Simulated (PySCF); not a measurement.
# CFO₂−, a complex of two parts: interaction energy

Aim: the interaction energy of `O=C=O` with `[F-]`.

Computed with PySCF 2.14.0; each step states its level. No surroundings beyond the atoms listed, unless a continuum is named. Atoms count from 0, parts from 1.

## (1) The system as given

4 atoms, charge -1, multiplicity 1; geometry: GFN2-xTB. Parts: 1 = atoms 0–2, `O=C=O`, charge 0; 2 = atom 3, `[F-]`, charge -1.

## (2) Optimising the geometry at PBE0-D3(BJ)/def2-SVPD

Job settings and geometry (Å):

```
{"job": {"xc": "PBE0", "basis": "def2-SVPD", "d3": "d3bj", "grid": 2, "kind": "geom", "shake": 0.01}, "charge": -1, "multiplicity": 1, "parts": [{"atoms": "0-2", "charge": 0, "multiplicity": 1}, {"atoms": "3-3", "charge": -1, "multiplicity": 1}]}
O     -1.135823     0.034769    -0.062822
C     -0.082104    -0.240883     0.351925
O      1.061381    -0.082406     0.089312
F     -0.192337    -1.096780     1.640338
```

The run is started by

```bash
> OMP_NUM_THREADS=1 python cluster_run.py task.json out
```

One launch serves the whole session: the jobs run in the order shown.

**Question.** The jobs that follow are: CCSD(T)/aug-cc-pVDZ and MP2/aug-cc-pVTZ counterpoise interaction energy, frozen core, gas phase. Predict: point group; rotational constants (main isotopes); interaction energy, CCSD(T) limit estimate; MP2/aug-cc-pVTZ; T1 diagnostic.

The runs gave:

```
                                  quantity                   value
                               point group                     C2v
      rotational constants (main isotopes)  12.29, 11.34, 5.90 GHz
interaction energy, CCSD(T) limit estimate         -67.48 kcal/mol
                           MP2/aug-cc-pVTZ         -62.67 kcal/mol
                             T1 diagnostic                  0.0180
```

What this shows: Over 9 steps the energy fell by 0.187 eV; of the close pairs, C1–F3 changed most, 1.551 to 1.466 Å. The parts are deformed by 35.57 kcal/mol, far from their own shapes, so the interaction energy overstates the binding by that much, and the relaxed parts may be other isomers. The interaction energy leaves out the deformation of the parts, 35.57 kcal/mol at MP2. So large a deformation means that a part is far from its own minimum, so a sum across the two methods would be rough. The estimate adds CCSD(T) less MP2 in the small basis (-3.42 kcal/mol) to extrapolated MP2. Hartree-Fock gives -85.20 against -67.48 kcal/mol, so correlation weakens the interaction of the frozen parts.
